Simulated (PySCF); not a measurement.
AlH2ClO, singlet: at the end structure of a reaction step.

The script, run.py:

```python
import json, numpy as np
from pyscf import gto, scf, dft, mp, cc
EV, BOHR = 27.211386245988, 0.529177210903
mol = gto.M(atom="""
Al -0.257454 0.258295 0.376956
Cl 1.937232 -2.495889 -1.327837
H 1.211869 -1.581331 -0.760999
O -1.204500 1.422227 1.099520
H -1.759831 2.080603 1.500058
""", basis="def2-tzvpp", charge=0, spin=0, max_memory=7225, verbose=0)
def mean_field(mol, dm=None):
    mf = dft.RKS(mol, xc="pbe0").density_fit()
    mf.conv_tol = 1e-9; mf.grids.level = 4
    mf.kernel(dm0=dm)
    if not mf.converged: mf = mf.newton().run(mf.mo_coeff, mf.mo_occ)
    assert mf.converged
    return mf
def d4(mol):
    from pyscf.dispersion.dftd4 import DFTD4Dispersion
    real = gto.M(atom=[(mol.atom_pure_symbol(i), mol.atom_coord(i)) for i in range(5)], unit='B', charge=mol.charge, spin=None, basis='def2-svp', verbose=0)
    r = DFTD4Dispersion(real, xc="pbe0", atm=True).get_dispersion(grad=True); return r["energy"], r["gradient"]
def energy_and_gradient(mol, dm=None):
    mf = mean_field(mol, dm); e, g = d4(mol)
    return mf, (mf.e_tot + e) * EV, (mf.nuc_grad_method().kernel()[:5] + g) * EV / BOHR
out = {}
mf = mean_field(mol); e = d4(mol)[0]
out.update(energy=(mf.e_tot + e) * EV, converged=True, dispersion=e * EV)
out['s2'] = mf.spin_square()[0]; out['nelec'] = mol.nelec
print(f"Total energy {out['energy']:.6f} eV, <S^2> {out['s2']:.4f}")
json.dump(out, open("out.json", "w"), default=float)
```

Command:

```bash
OMP_NUM_THREADS=4 python run.py
```

It printed (PySCF 2.14):

```
Total energy -21192.511117 eV, <S^2> 0.0000
```

Hardware: 4 CPU threads of an AMD EPYC, shared host. Wall time about 7.8 s.
